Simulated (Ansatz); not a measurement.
`O[SiH]` → 2 H• + O• + Si•  (atomization)

Program: Ansatz. Geometries: PBE0-D4/def2-TZVP. ΔE: electronic, gas phase. CBS: def2 TZ/QZ extrapolation, frozen cores. Functionals use def2-TZVPP. Open shells (•) are unrestricted, without spin–orbit coupling. Spin–orbit coupling would lower the free atoms: a little for O, Si.

`O[SiH]`:

Cartesian coordinates in Å:
```
O 0.275 0.725 -0.048
Si -0.477 -0.739 -0.241
H 0.075 1.364 -0.738
H 0.128 -1.350 1.027
```

```csv
species,LC-ωPBE energy (Eh)
`O[SiH]`,-365.80497
H•,-0.50601
O•,-75.04943
Si•,-289.26970
```

(1) Work out ΔE.

Largest T1 diagnostic among the species: 0.016.

## Answers

(1) ΔE = 2 × (-0.50601) + (-75.04943) + (-289.26970) − (-365.80497) = 0.47382 Eh = +1244.0 kJ/mol. CCSD(T)/CBS gives +1279.2 kJ/mol.

The D4 term adds +6.8 kJ/mol with B3LYP and +3.4 kJ/mol with PBE0; it sums over pairs of atoms, weighted by their polarisabilities, and B3LYP, whose exchange is more repulsive, gets the larger term. From BLYP to BHLYP (50 % exact exchange), in def2-TZVPP and without D4, ΔE moves by −59.9 kJ/mol: exact exchange takes away binding that semilocal exchange gives to molecules. In def2-TZVPP, CCSD(T) changes the Hartree–Fock value by +376.0 kJ/mol (the triples alone add +20.9 kJ/mol) and MP2 by +394.2 kJ/mol; breaking electron pairs costs correlation energy, which Hartree–Fock lacks.

B3LYP here is the variant with VWN-RPA as its local correlation; programs differ in this.
